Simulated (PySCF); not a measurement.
# Calculated NMR parameters of Propanamide

```yaml
Formula: C3H7NO
SMILES: CCC(N)=O
InChI: InChI=1S/C3H7NO/c1-2-3(4)5/h2H2,1H3,(H2,4,5)
Point_group_of_the_computed_structure: Cs
Degrees_of_unsaturation: 1
Carbon_signals: 3
Proton_signals: 4
```

Atoms are numbered as in `[CH3:1][CH2:2][C:3]([NH2:4])=[O:5]`. Each H is labelled by its parent atom. Ha(N4) is cis to the C=O or C=S heteroatom; Hb(N4) is trans to the C=O or C=S heteroatom.

Level of theory: geometry from GFN2-xTB, GIAO PBE0/pcSseg-1 shieldings, in PySCF 2.14.0 with density-fitted response routines (one conformer, equivalent nuclei averaged, gas phase, non-relativistic).

Referencing at the same level of theory: ¹H (σ = 31.72 ppm) and ¹³C (σ = 186.93 ppm) vs TMS; ¹⁵N (σ = 267.73 ppm) against NH3; ¹⁷O (σ = 336.08 ppm) vs H2O.

| carbon | δC, type | δH (multiplicity) | HMBC from (2–3 bonds) | span of the C tensor (ppm) |
| --- | --- | --- | --- | --- |
| C1 | 10.2, CH3 | 1.12 (t) | H(C2) | 13 |
| C2 | 29.4, CH2 | 2.05 (q) | H(C1) | 41 |
| C3 | 172.9, C | – | H(C2), H(C1) | 174 |

Other nuclei:
```csv
atoms,nucleus,environment,δ (ppm),σ (ppm)
Hb(N4),¹H,hydrogen on an amide-type nitrogen,4.65,27.06
Ha(N4),¹H,hydrogen on an amide-type nitrogen,4.52,27.20
N4,¹⁵N,amide-type nitrogen,113.2,154.5
O5,¹⁷O,amide-type carbonyl oxygen,419.3,-83.2
```

1. Carbon types of the structure: 1 × C, 1 × CH2, 1 × CH3, leaving 2 H on heteroatoms.
2. δC 172.9: amide carbonyl carbon; it is a carbonyl in resonance with an O or N lone pair, the region of acids, esters and amides.
3. δC 29.4: sp3 CH2 α to a carbonyl; α to the electron-withdrawing carbonyl group.
4. δC 10.2: methyl carbon; saturated and bonded to C and H only.
5. δH 4.65, 4.52: hydrogen on an amide-type nitrogen; labile proton, position sensitive to the medium.
6. δH 2.05: hydrogen on an sp3 CH2 α to a carbonyl; α to C=O.

The OH or NH signal is concentration- and solvent-dependent in practice; the value given is the gas-phase one. Rotation about the amide-type C–N bond is slow at room temperature, so the two groups on nitrogen are listed apart. Shifts are as computed. Against solution values, carbons near 30 ppm lie about +3 ppm off and those near 130 ppm about +5 ppm. Of 246 compounds with measured shifts, 49 miss one by over three times the rms of a fit or turn the order of signals round; such compounds aren't used in these exercises. Hydrogen bonding in solution shields acid and N–H amide carbonyl oxygens by tens of ppm. The C=O carbon of an acid or of an amide with N–H lies up to 10 ppm further downfield in solution, through hydrogen bonding that the calculation lacks. Unscaled 17O shifts of doubly bonded oxygen tend to come out too high, by tens of ppm or more. Experimental scales use liquid or dissolved standards, which lie at an offset from isolated NH3 (liquid NH3: subtract about 20 ppm) and H2O (liquid H2O: subtract about 36 ppm). Multiplicities follow the n + 1 count of equivalent neighbours, as no J values were calculated; m marks all less simple cases, F and P coupling included.
